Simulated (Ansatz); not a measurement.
**BSiHO (singlet): from Hartree-Fock to the top rungs, cc-pVDZ**

Aim: climb from Hartree-Fock through coupled cluster for BSiHO (singlet) at one geometry and basis, and see what each rung misses.

Method: cc-pVDZ, core rule «outside noble gas», up to 7 orbitals frozen; program: Ansatz 0.2.0, Gaussian basis.

The runs, in order: UHF; CCSD(T) on RHF; CCSD(T) on UHF; BCCD(T) on RHF; CISD; CCSDT(Q) on RHF; CCSDT(Q) on UHF; CCSDTQ on RHF.

4 further runs of the same task are left out: 4 set aside as unsound or not needed.

### Step 1. The geometry

The geometry is a PBE0/def2-TZVP stationary point (not a proven minimum).

4 atoms, charge 0, spin multiplicity 1.

Atoms are counted from 1 here; the program's logs count them from 0.

Bond lengths: B1–Si2 2.026 Å, B1–H4 1.203 Å, Si2–O3 1.518 Å. Angles: Si2–B1–H4 119.5°, B1–Si2–O3 139.0°.

### Step 2. UHF

File in.yaml:

```yaml
crystal:
  periodic: [false, false, false]
  atoms:
    - {symbol: B, position_ang: [0.000000, -0.409239, 1.889811]}
    - {symbol: Si, position_ang: [0.000000, 0.287819, -0.012810]}
    - {symbol: O, position_ang: [0.000000, -0.252059, -1.431271]}
    - {symbol: H, position_ang: [0.000000, 0.370590, 2.806241]}
basis:
  gaussian: {orbitals: cc-pVDZ}
magnetization: {spin_polarized: true, initial_magnetization: 0}
hamiltonian: {xc: hf}
output: {orbitals: {seedname: orbitals}}
```

Launch:

```bash
ansatz run in.yaml --threads 1 --pin off --events-out ev --progress --plain --max-ram 4096MiB --backend cpu
```

After this run come: CCSD(T) on RHF; CCSD(T) on UHF; BCCD(T) on RHF; CISD; CCSDT(Q) on RHF; CCSDT(Q) on UHF; CCSDTQ on RHF.

Before running them: what should the planned runs give, taken together? Wanted: RCCSDTQ below the RHF energy; RMP2 from RCCSDTQ; UMP2 from RCCSDTQ; RCCSD from RCCSDTQ; RCCSD(T) from RCCSDTQ; UCCSD(T) from RCCSDTQ; RCCSDT(Q) from RCCSDTQ; UCCSDT(Q) from RCCSDTQ; T1 diagnostic.

The runs gave:

| quantity | value |
| --- | --- |
| RCCSDTQ below the RHF energy | -10.9205 eV |
| RMP2 from RCCSDTQ | +29.74 kcal/mol |
| UMP2 from RCCSDTQ | +36.65 kcal/mol |
| RCCSD from RCCSDTQ | +13.94 kcal/mol |
| RCCSD(T) from RCCSDTQ | +2.50 kcal/mol |
| UCCSD(T) from RCCSDTQ | +4.17 kcal/mol |
| RCCSDT(Q) from RCCSDTQ | -0.33 kcal/mol |
| UCCSDT(Q) from RCCSDTQ | -0.49 kcal/mol |
| levels within 1 kcal/mol (43 meV) | RCCSDT(Q), UCCSDT(Q) |
| T1 diagnostic | 0.032 |

RCCSD(T) lands +2.50 kcal/mol from the yardstick (1.0 % of the correlation energy). CCSD(T) misses by +2.50 kcal/mol on the restricted determinant and by +4.17 kcal/mol on the unrestricted one; the two need not hold the same state or core. These misses are within one basis, not against nature.
